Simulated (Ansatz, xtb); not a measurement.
## A geometry optimisation of C2FO2 with r2SCAN-D4/def2-SVP

The starting geometry of this gas-phase doublet has its atoms placed at random.

| atom | x (Å) | y (Å) | z (Å) |
| --- | --- | --- | --- |
| C | -1.0422 | -0.3749 | -0.2547 |
| C | 0.0306 | -0.6338 | -1.0757 |
| F | 0.5041 | -1.8797 | 0.4657 |
| O | 0.9227 | 0.4810 | -1.3029 |
| O | -0.7483 | -1.7112 | 0.8028 |

**Question.** Guess where an optimisation with r2SCAN-D4/def2-SVP ends from this start.

**Answer.** It ends as `O=[C]C(=O)F`. Distances that change by over a tenth: C2–O4 (1.45 → 1.19 Å). Contacts that open: F3–O5 (1.31 → 3.27 Å). Contacts that close: C1–O5 (1.73 → 1.17 Å), C2–F3 (2.04 → 1.34 Å).

The energy falls by 10.01 eV over 25 steps:

```csv
step,E − E(last) (eV)
1,10.007
4,4.420
6,3.690
9,2.908
12,0.278
14,0.189
17,0.022
20,0.001
22,0.000
25,0.000
```

Final geometry (Å):

```xyz
5

C    -0.8167   -0.7242    0.2844
C     0.4159   -0.7332   -0.5225
F     1.3273   -1.5463    0.0317
O     0.6507    0.0306   -1.4066
O    -1.9103   -1.1454    0.2481
```

From the same start GFN2-xTB ends elsewhere, in pieces: C2O2 + F.

From so rough a start the end depends on the optimiser's path, so another program may land elsewhere. The end wasn't checked by frequencies. Open shells are spin-unrestricted. Run with Ansatz 0.2.0, 5.8 min on 1 thread of AMD EPYC (Zen 3), on a shared host.
